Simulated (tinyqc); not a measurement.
Worked calculation (part 1 of 3): UHF in the sto-6g basis, for LiH, spin multiplicity 1. Computed by tinyqc, a small Python program that keeps every step (integrals from PySCF). Settings: charge = 0, multiplicity = 1, basis = sto-6g, energy threshold = 1e-09, iteration cap = 67, orthogonalisation = symmetric, start = core, DIIS depth = 6, DIIS from iteration = 2, shift = 0.2, method = UHF, break = 0.7. Command: `OMP_NUM_THREADS=1 python tinyqc.py 25176 25177 out.jsonl` (the two numbers bound the seeds that draw the settings). One thread of a shared host (Intel(R) Xeon(R) Processor @ 2.60GHz), about 0.2 s of CPU time with the checks. Later iterations appear only in the table of the cycle.

## One-electron integrals

Geometry (angstrom):
```
atom        x        y        z
Li    0.00000  0.00000  0.00000
H     0.00000  0.00000  1.99400
```

Basis sto-6g: exponents (1/bohr^2) and contraction coefficients of normalised primitives:
```
element  l (shell)   exponent  coefficient
Li           s (1)  167.17585      0.00916
Li           s (1)   30.65151      0.04936
Li           s (1)    8.57519      0.16854
Li           s (1)    2.94581      0.37056
Li           s (1)    1.14394      0.41649
Li           s (1)    0.47114      0.13033
Li           s (2)    6.59756     -0.01325
Li           s (2)    1.30583     -0.04699
Li           s (2)    0.40585     -0.03379
Li           s (2)    0.15615      0.25024
Li           s (2)    0.06781      0.59512
Li           s (2)    0.03108      0.24071
Li           p (3)    6.59756      0.00376
Li           p (3)    1.30583      0.03768
Li           p (3)    0.40585      0.17390
Li           p (3)    0.15615      0.41804
Li           p (3)    0.06781      0.42586
Li           p (3)    0.03108      0.10171
H            s (1)   35.52322      0.00916
H            s (1)    6.51314      0.04936
H            s (1)    1.82214      0.16854
H            s (1)    0.62596      0.37056
H            s (1)    0.24308      0.41649
H            s (1)    0.10011      0.13033
```

Overlap, kinetic and nuclear-attraction integrals over the contracted functions; the nuclear repulsion is the sum of Za Zb / Rab.

nuclear repulsion = 0.7961543 hartree

overlap S, order 1Li 1s, 1Li 2s, 1Li 2px, 1Li 2py, 1Li 2pz, 2H 1s:
$$\begin{pmatrix}
1.00000 & 0.23574 & 0.00000 & 0.00000 & 0.00000 & 0.02903 \\
0.23574 & 1.00000 & 0.00000 & 0.00000 & 0.00000 & 0.30294 \\
0.00000 & 0.00000 & 1.00000 & 0.00000 & 0.00000 & 0.00000 \\
0.00000 & 0.00000 & 0.00000 & 1.00000 & 0.00000 & 0.00000 \\
0.00000 & 0.00000 & 0.00000 & 0.00000 & 1.00000 & 0.42157 \\
0.02903 & 0.30294 & 0.00000 & 0.00000 & 0.42157 & 1.00000
\end{pmatrix}$$

kinetic energy T (hartree), order 1Li 1s, 1Li 2s, 1Li 2px, 1Li 2py, 1Li 2pz, 2H 1s:
$$\begin{pmatrix}
3.61674 & -0.11072 & 0.00000 & 0.00000 & 0.00000 & -0.01031 \\
-0.11072 & 0.10652 & 0.00000 & 0.00000 & 0.00000 & 0.02035 \\
0.00000 & 0.00000 & 0.32001 & 0.00000 & 0.00000 & 0.00000 \\
0.00000 & 0.00000 & 0.00000 & 0.32001 & 0.00000 & 0.00000 \\
0.00000 & 0.00000 & 0.00000 & 0.00000 & 0.32001 & 0.07128 \\
-0.01031 & 0.02035 & 0.00000 & 0.00000 & 0.07128 & 0.76852
\end{pmatrix}$$

nuclear attraction V (hartree), order 1Li 1s, 1Li 2s, 1Li 2px, 1Li 2py, 1Li 2pz, 2H 1s:
$$\begin{pmatrix}
-8.33253 & -0.89092 & 0.00000 & 0.00000 & -0.01096 & -0.11571 \\
-0.89092 & -1.45026 & 0.00000 & 0.00000 & -0.09920 & -0.49958 \\
0.00000 & 0.00000 & -1.42455 & 0.00000 & 0.00000 & 0.00000 \\
0.00000 & 0.00000 & 0.00000 & -1.42455 & 0.00000 & 0.00000 \\
-0.01096 & -0.09920 & 0.00000 & 0.00000 & -1.50152 & -0.70533 \\
-0.11571 & -0.49958 & 0.00000 & 0.00000 & -0.70533 & -2.03532
\end{pmatrix}$$

core Hamiltonian H = T + V (hartree), order 1Li 1s, 1Li 2s, 1Li 2px, 1Li 2py, 1Li 2pz, 2H 1s:
$$\begin{pmatrix}
-4.71579 & -1.00165 & 0.00000 & 0.00000 & -0.01096 & -0.12602 \\
-1.00165 & -1.34374 & 0.00000 & 0.00000 & -0.09920 & -0.47924 \\
0.00000 & 0.00000 & -1.10455 & 0.00000 & 0.00000 & 0.00000 \\
0.00000 & 0.00000 & 0.00000 & -1.10455 & 0.00000 & 0.00000 \\
-0.01096 & -0.09920 & 0.00000 & 0.00000 & -1.18151 & -0.63405 \\
-0.12602 & -0.47924 & 0.00000 & 0.00000 & -0.63405 & -1.26680
\end{pmatrix}$$

## Two-electron integrals

Functions are numbered as in S; the eight-fold symmetry (ij|kl) = (ji|kl) = (kl|ij) leaves the list below.

Two-electron integrals (ij|kl) in chemists' order, unique and non-zero (hartree):
```
(11|11) 1.68125   (21|11) 0.24260   (21|21) 0.04451   (22|11) 0.39719
(22|21) 0.09028   (22|22) 0.29062   (31|31) 0.00944   (32|31) 0.01426
(32|32) 0.06424   (33|11) 0.39719   (33|21) 0.09028   (33|22) 0.29062
(33|33) 0.31312   (41|41) 0.00944   (42|41) 0.01426   (42|42) 0.06424
(43|43) 0.01688   (44|11) 0.39719   (44|21) 0.09028   (44|22) 0.29062
(44|33) 0.27937   (44|44) 0.31312   (51|51) 0.00944   (52|51) 0.01426
(52|52) 0.06424   (53|53) 0.01688   (54|54) 0.01688   (55|11) 0.39719
(55|21) 0.09028   (55|22) 0.29062   (55|33) 0.27937   (55|44) 0.27937
(55|55) 0.31312   (61|11) 0.02940   (61|21) 0.00531   (61|22) 0.01097
(61|33) 0.01081   (61|44) 0.01081   (61|51) 0.00071   (61|52) 0.00148
(61|55) 0.01128   (61|61) 0.00070   (62|11) 0.09809   (62|21) 0.02274
(62|22) 0.08107   (62|33) 0.07656   (62|44) 0.07656   (62|51) 0.00378
(62|52) 0.02489   (62|55) 0.09010   (62|61) 0.00333   (62|62) 0.04175
(63|31) 0.00160   (63|32) 0.00804   (63|53) 0.00346   (63|63) 0.00244
(64|41) 0.00160   (64|42) 0.00804   (64|54) 0.00346   (64|64) 0.00244
(65|11) 0.12869   (65|21) 0.03007   (65|22) 0.11035   (65|33) 0.10277
(65|44) 0.10277   (65|51) 0.00588   (65|52) 0.03856   (65|55) 0.12551
(65|61) 0.00456   (65|62) 0.06173   (65|65) 0.09211   (66|11) 0.26519
(66|21) 0.06243   (66|22) 0.24503   (66|33) 0.22395   (66|44) 0.22395
(66|51) 0.01077   (66|52) 0.09060   (66|55) 0.28719   (66|61) 0.00950
(66|62) 0.16393   (66|65) 0.25001   (66|66) 0.77500
```

## Orthogonalisation

S = U s U^T; symmetric (Loewdin) form X = U s^(-1/2) U^T, so that X^T S X = 1.

eigenvalues of S: [0.46778, 0.80781, 1.00000, 1.00000, 1.17612, 1.54829]

X, order 1Li 1s, 1Li 2s, 1Li 2px, 1Li 2py, 1Li 2pz, 2H 1s:
$$\begin{pmatrix}
1.02233 & -0.12701 & 0.00000 & 0.00000 & -0.00658 & 0.01677 \\
-0.12701 & 1.06701 & 0.00000 & 0.00000 & 0.06156 & -0.18792 \\
0.00000 & 0.00000 & 1.00000 & 0.00000 & 0.00000 & 0.00000 \\
0.00000 & 0.00000 & 0.00000 & 1.00000 & 0.00000 & 0.00000 \\
-0.00658 & 0.06156 & 0.00000 & 0.00000 & 1.08367 & -0.25640 \\
0.01677 & -0.18792 & 0.00000 & 0.00000 & -0.25640 & 1.12746
\end{pmatrix}$$

## Starting guess

The start is the orbitals of the core Hamiltonian, with HOMO and LUMO mixed by +/-0.7 rad for the two spins; D(s) = C_occ C_occ^T for each spin.

D(alpha) at the start, order 1Li 1s, 1Li 2s, 1Li 2px, 1Li 2py, 1Li 2pz, 2H 1s:
$$\begin{pmatrix}
1.05493 & -0.22592 & 0.00000 & 0.00000 & -0.02438 & -0.02330 \\
-0.22592 & 0.91410 & 0.00000 & 0.00000 & 0.11488 & 0.14303 \\
0.00000 & 0.00000 & 0.00000 & 0.00000 & 0.00000 & 0.00000 \\
0.00000 & 0.00000 & 0.00000 & 0.00000 & 0.00000 & 0.00000 \\
-0.02438 & 0.11488 & 0.00000 & 0.00000 & 0.01445 & 0.01802 \\
-0.02330 & 0.14303 & 0.00000 & 0.00000 & 0.01802 & 0.02253
\end{pmatrix}$$

D(beta) at the start, order 1Li 1s, 1Li 2s, 1Li 2px, 1Li 2py, 1Li 2pz, 2H 1s:
$$\begin{pmatrix}
1.01641 & -0.04476 & 0.00000 & 0.00000 & 0.01923 & 0.03052 \\
-0.04476 & 0.07083 & 0.00000 & 0.00000 & -0.14343 & -0.17499 \\
0.00000 & 0.00000 & 0.00000 & 0.00000 & 0.00000 & 0.00000 \\
0.00000 & 0.00000 & 0.00000 & 0.00000 & 0.00000 & 0.00000 \\
0.01923 & -0.14343 & 0.00000 & 0.00000 & 0.29561 & 0.36016 \\
0.03052 & -0.17499 & 0.00000 & 0.00000 & 0.36016 & 0.43884
\end{pmatrix}$$

## Iteration 1: building the Fock matrix

J_ij = sum D_kl (ij|kl) with D = D(alpha) + D(beta), K_ij = sum D_kl (ik|jl) for each spin; F = H + J - K(s); E = tr D H + tr D J / 2 - 0.5 sum_s tr D(s) K(s) + E_nn.

Coulomb J (hartree), order 1Li 1s, 1Li 2s, 1Li 2px, 1Li 2py, 1Li 2pz, 2H 1s:
$$\begin{pmatrix}
4.07930 & 0.64550 & 0.00000 & 0.00000 & 0.00827 & 0.07986 \\
0.64550 & 1.34169 & 0.00000 & 0.00000 & 0.06558 & 0.41690 \\
0.00000 & 0.00000 & 1.32303 & 0.00000 & 0.00000 & 0.00000 \\
0.00000 & 0.00000 & 0.00000 & 1.32303 & 0.00000 & 0.00000 \\
0.00827 & 0.06558 & 0.00000 & 0.00000 & 1.37901 & 0.57676 \\
0.07986 & 0.41690 & 0.00000 & 0.00000 & 0.57676 & 1.37693
\end{pmatrix}$$

exchange K(alpha) (hartree), order 1Li 1s, 1Li 2s, 1Li 2px, 1Li 2py, 1Li 2pz, 2H 1s:
$$\begin{pmatrix}
1.70500 & 0.24145 & 0.00000 & 0.00000 & 0.00401 & 0.03296 \\
0.24145 & 0.29672 & 0.00000 & 0.00000 & 0.06048 & 0.13334 \\
0.00000 & 0.00000 & 0.06488 & 0.00000 & 0.00000 & 0.00000 \\
0.00000 & 0.00000 & 0.00000 & 0.06488 & 0.00000 & 0.00000 \\
0.00401 & 0.06048 & 0.00000 & 0.00000 & 0.08411 & 0.07239 \\
0.03296 & 0.13334 & 0.00000 & 0.00000 & 0.07239 & 0.12561
\end{pmatrix}$$

exchange K(beta) (hartree), order 1Li 1s, 1Li 2s, 1Li 2px, 1Li 2py, 1Li 2pz, 2H 1s:
$$\begin{pmatrix}
1.69382 & 0.23804 & 0.00000 & 0.00000 & -0.00057 & 0.03254 \\
0.23804 & 0.08599 & 0.00000 & 0.00000 & 0.00191 & 0.08087 \\
0.00000 & 0.00000 & 0.01869 & 0.00000 & 0.00000 & 0.00000 \\
0.00000 & 0.00000 & 0.00000 & 0.01869 & 0.00000 & 0.00000 \\
-0.00057 & 0.00191 & 0.00000 & 0.00000 & 0.22312 & 0.24136 \\
0.03254 & 0.08087 & 0.00000 & 0.00000 & 0.24136 & 0.47646
\end{pmatrix}$$

F(alpha) (hartree), order 1Li 1s, 1Li 2s, 1Li 2px, 1Li 2py, 1Li 2pz, 2H 1s:
$$\begin{pmatrix}
-2.34148 & -0.59760 & 0.00000 & 0.00000 & -0.00669 & -0.07912 \\
-0.59760 & -0.29877 & 0.00000 & 0.00000 & -0.09409 & -0.19568 \\
0.00000 & 0.00000 & 0.15360 & 0.00000 & 0.00000 & 0.00000 \\
0.00000 & 0.00000 & 0.00000 & 0.15360 & 0.00000 & 0.00000 \\
-0.00669 & -0.09409 & 0.00000 & 0.00000 & 0.11338 & -0.12968 \\
-0.07912 & -0.19568 & 0.00000 & 0.00000 & -0.12968 & -0.01549
\end{pmatrix}$$

F(beta) (hartree), order 1Li 1s, 1Li 2s, 1Li 2px, 1Li 2py, 1Li 2pz, 2H 1s:
$$\begin{pmatrix}
-2.33030 & -0.59419 & 0.00000 & 0.00000 & -0.00212 & -0.07869 \\
-0.59419 & -0.08804 & 0.00000 & 0.00000 & -0.03552 & -0.14320 \\
0.00000 & 0.00000 & 0.19979 & 0.00000 & 0.00000 & 0.00000 \\
0.00000 & 0.00000 & 0.00000 & 0.19979 & 0.00000 & 0.00000 \\
-0.00212 & -0.03552 & 0.00000 & 0.00000 & -0.02562 & -0.29865 \\
-0.07869 & -0.14320 & 0.00000 & 0.00000 & -0.29865 & -0.36634
\end{pmatrix}$$

total energy of this density = -7.7762461 hartree

## Iteration 1: diagonalisation and new density

A level shift of 0.2 hartree raises the virtual space: F + shift (S - S D(s) S), with D(s) the density of one spin. Diagonalise F' = X^T F X, C = X C', fill 2 alpha and 2 beta electrons from the bottom; D(s) = C_occ C_occ^T. Each column has its largest component positive (the first on a tie).

F' = X^T F X (alpha) (hartree):
$$\begin{pmatrix}
-2.29863 & -0.31080 & 0.00000 & 0.00000 & -0.00181 & 0.01039 \\
-0.31080 & -0.12668 & 0.00000 & 0.00000 & -0.05746 & -0.23788 \\
0.00000 & 0.00000 & 0.35360 & 0.00000 & 0.00000 & 0.00000 \\
0.00000 & 0.00000 & 0.00000 & 0.35360 & 0.00000 & 0.00000 \\
-0.00181 & -0.05746 & 0.00000 & 0.00000 & 0.39335 & -0.20173 \\
0.01039 & -0.23788 & 0.00000 & 0.00000 & -0.20173 & 0.30570
\end{pmatrix}$$

orbital energies (alpha) (hartree): MO1 -2.34247, MO2 -0.22761, MO3 0.26783, MO4 0.35360, MO5 0.35360, MO6 0.57600

coefficients C (alpha), order 1Li 1s, 1Li 2s, 1Li 2px, 1Li 2py, 1Li 2pz, 2H 1s:
$$\begin{pmatrix}
0.99456 & -0.22855 & -0.12737 & 0.00000 & 0.00000 & 0.06324 \\
0.02215 & 0.84428 & 0.58396 & 0.00000 & 0.00000 & -0.37342 \\
0.00000 & 0.00000 & 0.00000 & -0.26945 & 0.96302 & 0.00000 \\
0.00000 & 0.00000 & 0.00000 & 0.96302 & 0.26945 & 0.00000 \\
0.00441 & 0.18182 & -0.55863 & 0.00000 & 0.00000 & -0.94804 \\
-0.00063 & 0.30589 & -0.54569 & 0.00000 & 0.00000 & 0.99053
\end{pmatrix}$$

F' = X^T F X (beta) (hartree):
$$\begin{pmatrix}
-2.28329 & -0.35006 & 0.00000 & 0.00000 & -0.00886 & -0.00286 \\
-0.35006 & 0.25955 & 0.00000 & 0.00000 & 0.06618 & -0.09233 \\
0.00000 & 0.00000 & 0.39979 & 0.00000 & 0.00000 & 0.00000 \\
0.00000 & 0.00000 & 0.00000 & 0.39979 & 0.00000 & 0.00000 \\
-0.00886 & 0.06618 & 0.00000 & 0.00000 & 0.21887 & -0.37707 \\
-0.00286 & -0.09233 & 0.00000 & 0.00000 & -0.37707 & -0.14280
\end{pmatrix}$$

orbital energies (beta) (hartree): MO1 -2.33071, MO2 -0.38262, MO3 0.25480, MO4 0.39979, MO5 0.39979, MO6 0.51086

coefficients C (beta), order 1Li 1s, 1Li 2s, 1Li 2px, 1Li 2py, 1Li 2pz, 2H 1s:
$$\begin{pmatrix}
0.99613 & -0.01190 & -0.22772 & 0.00000 & 0.00000 & -0.13164 \\
0.01600 & -0.06143 & 0.88811 & 0.00000 & 0.00000 & 0.63324 \\
0.00000 & 0.00000 & 0.00000 & 0.95337 & 0.30179 & 0.00000 \\
0.00000 & 0.00000 & 0.00000 & -0.30179 & 0.95337 & 0.00000 \\
0.00101 & 0.35537 & -0.45245 & 0.00000 & 0.00000 & 0.95547 \\
-0.00081 & 0.81072 & 0.16324 & 0.00000 & 0.00000 & -0.82981
\end{pmatrix}$$

D(alpha) after iteration 1, order 1Li 1s, 1Li 2s, 1Li 2px, 1Li 2py, 1Li 2pz, 2H 1s:
$$\begin{pmatrix}
1.04139 & -0.17094 & 0.00000 & 0.00000 & -0.03717 & -0.07054 \\
-0.17094 & 0.71330 & 0.00000 & 0.00000 & 0.15361 & 0.25824 \\
0.00000 & 0.00000 & 0.00000 & 0.00000 & 0.00000 & 0.00000 \\
0.00000 & 0.00000 & 0.00000 & 0.00000 & 0.00000 & 0.00000 \\
-0.03717 & 0.15361 & 0.00000 & 0.00000 & 0.03308 & 0.05561 \\
-0.07054 & 0.25824 & 0.00000 & 0.00000 & 0.05561 & 0.09357
\end{pmatrix}$$

D(beta) after iteration 1, order 1Li 1s, 1Li 2s, 1Li 2px, 1Li 2py, 1Li 2pz, 2H 1s:
$$\begin{pmatrix}
0.99242 & 0.01667 & 0.00000 & 0.00000 & -0.00322 & -0.01046 \\
0.01667 & 0.00403 & 0.00000 & 0.00000 & -0.02181 & -0.04981 \\
0.00000 & 0.00000 & 0.00000 & 0.00000 & 0.00000 & 0.00000 \\
0.00000 & 0.00000 & 0.00000 & 0.00000 & 0.00000 & 0.00000 \\
-0.00322 & -0.02181 & 0.00000 & 0.00000 & 0.12629 & 0.28811 \\
-0.01046 & -0.04981 & 0.00000 & 0.00000 & 0.28811 & 0.65727
\end{pmatrix}$$

Within a degenerate level the vectors are fixed only up to a rotation; this is one choice.

## Iteration 2: building the Fock matrix

As before.

Coulomb J (hartree), order 1Li 1s, 1Li 2s, 1Li 2px, 1Li 2py, 1Li 2pz, 2H 1s:
$$\begin{pmatrix}
4.01642 & 0.63499 & 0.00000 & 0.00000 & 0.01658 & 0.07970 \\
0.63499 & 1.32660 & 0.00000 & 0.00000 & 0.12045 & 0.45363 \\
0.00000 & 0.00000 & 1.30192 & 0.00000 & 0.00000 & 0.00000 \\
0.00000 & 0.00000 & 0.00000 & 1.30192 & 0.00000 & 0.00000 \\
0.01658 & 0.12045 & 0.00000 & 0.00000 & 1.37597 & 0.63734 \\
0.07970 & 0.45363 & 0.00000 & 0.00000 & 0.63734 & 1.58520
\end{pmatrix}$$

exchange K(alpha) (hartree), order 1Li 1s, 1Li 2s, 1Li 2px, 1Li 2py, 1Li 2pz, 2H 1s:
$$\begin{pmatrix}
1.69869 & 0.24402 & 0.00000 & 0.00000 & 0.00134 & 0.02971 \\
0.24402 & 0.27025 & 0.00000 & 0.00000 & 0.09609 & 0.17170 \\
0.00000 & 0.00000 & 0.05587 & 0.00000 & 0.00000 & 0.00000 \\
0.00000 & 0.00000 & 0.00000 & 0.05587 & 0.00000 & 0.00000 \\
0.00134 & 0.09609 & 0.00000 & 0.00000 & 0.10279 & 0.12362 \\
0.02971 & 0.17170 & 0.00000 & 0.00000 & 0.12362 & 0.23470
\end{pmatrix}$$

exchange K(beta) (hartree), order 1Li 1s, 1Li 2s, 1Li 2px, 1Li 2py, 1Li 2pz, 2H 1s:
$$\begin{pmatrix}
1.67770 & 0.25124 & 0.00000 & 0.00000 & 0.00142 & 0.03518 \\
0.25124 & 0.08969 & 0.00000 & 0.00000 & 0.06248 & 0.14464 \\
0.00000 & 0.00000 & 0.01499 & 0.00000 & 0.00000 & 0.00000 \\
0.00000 & 0.00000 & 0.00000 & 0.01499 & 0.00000 & 0.00000 \\
0.00142 & 0.06248 & 0.00000 & 0.00000 & 0.17854 & 0.27974 \\
0.03518 & 0.14464 & 0.00000 & 0.00000 & 0.27974 & 0.64680
\end{pmatrix}$$

F(alpha) (hartree), order 1Li 1s, 1Li 2s, 1Li 2px, 1Li 2py, 1Li 2pz, 2H 1s:
$$\begin{pmatrix}
-2.39806 & -0.61068 & 0.00000 & 0.00000 & 0.00428 & -0.07603 \\
-0.61068 & -0.28739 & 0.00000 & 0.00000 & -0.07484 & -0.19730 \\
0.00000 & 0.00000 & 0.14150 & 0.00000 & 0.00000 & 0.00000 \\
0.00000 & 0.00000 & 0.00000 & 0.14150 & 0.00000 & 0.00000 \\
0.00428 & -0.07484 & 0.00000 & 0.00000 & 0.09166 & -0.12033 \\
-0.07603 & -0.19730 & 0.00000 & 0.00000 & -0.12033 & 0.08370
\end{pmatrix}$$

F(beta) (hartree), order 1Li 1s, 1Li 2s, 1Li 2px, 1Li 2py, 1Li 2pz, 2H 1s:
$$\begin{pmatrix}
-2.37707 & -0.61790 & 0.00000 & 0.00000 & 0.00420 & -0.08150 \\
-0.61790 & -0.10683 & 0.00000 & 0.00000 & -0.04122 & -0.17024 \\
0.00000 & 0.00000 & 0.18238 & 0.00000 & 0.00000 & 0.00000 \\
0.00000 & 0.00000 & 0.00000 & 0.18238 & 0.00000 & 0.00000 \\
0.00420 & -0.04122 & 0.00000 & 0.00000 & 0.01592 & -0.27645 \\
-0.08150 & -0.17024 & 0.00000 & 0.00000 & -0.27645 & -0.32839
\end{pmatrix}$$

total energy of this density = -7.8884218 hartree

## Iteration 2: diagonalisation and new density

As before.

F' = X^T F X (alpha) (hartree):
$$\begin{pmatrix}
-2.35345 & -0.32497 & 0.00000 & 0.00000 & 0.00929 & 0.02121 \\
-0.32497 & -0.07549 & 0.00000 & 0.00000 & -0.04787 & -0.28688 \\
0.00000 & 0.00000 & 0.34150 & 0.00000 & 0.00000 & 0.00000 \\
0.00000 & 0.00000 & 0.00000 & 0.34150 & 0.00000 & 0.00000 \\
0.00929 & -0.04787 & 0.00000 & 0.00000 & 0.36472 & -0.22958 \\
0.02121 & -0.28688 & 0.00000 & 0.00000 & -0.22958 & 0.40502
\end{pmatrix}$$

orbital energies (alpha) (hartree): MO1 -2.39903, MO2 -0.21253, MO3 0.28334, MO4 0.34150, MO5 0.34150, MO6 0.66901

coefficients C (alpha), order 1Li 1s, 1Li 2s, 1Li 2px, 1Li 2py, 1Li 2pz, 2H 1s:
$$\begin{pmatrix}
0.99475 & -0.22036 & 0.12578 & 0.00000 & 0.00000 & 0.08772 \\
0.02159 & 0.82060 & -0.53115 & 0.00000 & 0.00000 & -0.48763 \\
0.00000 & 0.00000 & 0.00000 & -0.00059 & 1.00000 & 0.00000 \\
0.00000 & 0.00000 & 0.00000 & 1.00000 & 0.00059 & 0.00000 \\
-0.00005 & 0.21255 & 0.73328 & 0.00000 & 0.00000 & -0.81305 \\
-0.00189 & 0.32259 & 0.31602 & 0.00000 & 0.00000 & 1.08100
\end{pmatrix}$$

F' = X^T F X (beta) (hartree):
$$\begin{pmatrix}
-2.32432 & -0.37726 & 0.00000 & 0.00000 & 0.00057 & 0.00333 \\
-0.37726 & 0.25695 & 0.00000 & 0.00000 & 0.03714 & -0.15984 \\
0.00000 & 0.00000 & 0.38238 & 0.00000 & 0.00000 & 0.00000 \\
0.00000 & 0.00000 & 0.00000 & 0.38238 & 0.00000 & 0.00000 \\
0.00057 & 0.03714 & 0.00000 & 0.00000 & 0.29509 & -0.36443 \\
0.00333 & -0.15984 & 0.00000 & 0.00000 & -0.36443 & -0.13614
\end{pmatrix}$$

orbital energies (beta) (hartree): MO1 -2.37850, MO2 -0.36548, MO3 0.27935, MO4 0.38238, MO5 0.38238, MO6 0.55621

coefficients C (beta), order 1Li 1s, 1Li 2s, 1Li 2px, 1Li 2py, 1Li 2pz, 2H 1s:
$$\begin{pmatrix}
0.99398 & -0.04359 & -0.23640 & 0.00000 & 0.00000 & -0.12578 \\
0.02437 & 0.05686 & 0.90765 & 0.00000 & 0.00000 & 0.60507 \\
0.00000 & 0.00000 & 0.00000 & 0.06885 & 0.99763 & 0.00000 \\
0.00000 & 0.00000 & 0.00000 & 0.99763 & -0.06885 & 0.00000 \\
-0.00105 & 0.29596 & -0.46500 & 0.00000 & 0.00000 & 0.96959 \\
-0.00028 & 0.82273 & 0.03001 & 0.00000 & 0.00000 & -0.83349
\end{pmatrix}$$

D(alpha) after iteration 2, order 1Li 1s, 1Li 2s, 1Li 2px, 1Li 2py, 1Li 2pz, 2H 1s:
$$\begin{pmatrix}
1.03809 & -0.15934 & 0.00000 & 0.00000 & -0.04689 & -0.07297 \\
-0.15934 & 0.67385 & 0.00000 & 0.00000 & 0.17442 & 0.26468 \\
0.00000 & 0.00000 & 0.00000 & 0.00000 & 0.00000 & 0.00000 \\
0.00000 & 0.00000 & 0.00000 & 0.00000 & 0.00000 & 0.00000 \\
-0.04689 & 0.17442 & 0.00000 & 0.00000 & 0.04518 & 0.06857 \\
-0.07297 & 0.26468 & 0.00000 & 0.00000 & 0.06857 & 0.10407
\end{pmatrix}$$

D(beta) after iteration 2, order 1Li 1s, 1Li 2s, 1Li 2px, 1Li 2py, 1Li 2pz, 2H 1s:
$$\begin{pmatrix}
0.98990 & 0.02175 & 0.00000 & 0.00000 & -0.01394 & -0.03614 \\
0.02175 & 0.00383 & 0.00000 & 0.00000 & 0.01680 & 0.04677 \\
0.00000 & 0.00000 & 0.00000 & 0.00000 & 0.00000 & 0.00000 \\
0.00000 & 0.00000 & 0.00000 & 0.00000 & 0.00000 & 0.00000 \\
-0.01394 & 0.01680 & 0.00000 & 0.00000 & 0.08759 & 0.24350 \\
-0.03614 & 0.04677 & 0.00000 & 0.00000 & 0.24350 & 0.67688
\end{pmatrix}$$

Within a degenerate level the vectors are fixed only up to a rotation; this is one choice.
